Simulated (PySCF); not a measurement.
**Aluminium: a sound run and one with changed settings**

Sound run: Al [Ne] 3s2 3p1, Al⁺ [Ne] 3s2. Calculation: PySCF 2.14, in cc-pVTZ-DK; scalar relativity by spin-free X2C-1e. The sound run starts from symmetry-adapted Hartree-Fock orbitals and uses a fine grid where one is needed.

Changed run: radial step 0.8 in ln r (0.13 in the sound run). This setting is unsound on purpose.

```json
{"species": "Al", "method": "UHF", "sound run (hartree)": "-242.31440", "changed run (hartree)": "-242.31440", "converged": "yes"}
{"species": "Al", "method": "M06-L", "sound run (hartree)": "-242.78424", "changed run (hartree)": "-242.76198", "converged": "yes"}
{"species": "Al", "method": "M06-2X", "sound run (hartree)": "-242.79038", "changed run (hartree)": "-242.94832", "converged": "yes"}
{"species": "Al⁺", "method": "UHF", "sound run (hartree)": "-242.10908", "changed run (hartree)": "-242.10908", "converged": "yes"}
{"species": "Al⁺", "method": "M06-L", "sound run (hartree)": "-242.56971", "changed run (hartree)": "-242.50800", "converged": "yes"}
{"species": "Al⁺", "method": "M06-2X", "sound run (hartree)": "-242.57935", "changed run (hartree)": "-242.72752", "converged": "yes"}
```

Ionisation energy of Al:

```
method  sound run (eV)  changed run (eV)
   UHF           5.587             5.587
 M06-L           5.837             6.911
M06-2X           5.743             6.008
```

A coarse radial grid mis-integrates the density and the exchange-correlation energy, with errors of either sign; Hartree-Fock needs no grid.

For comparison, NIST gives 5.986 eV between the lowest levels.
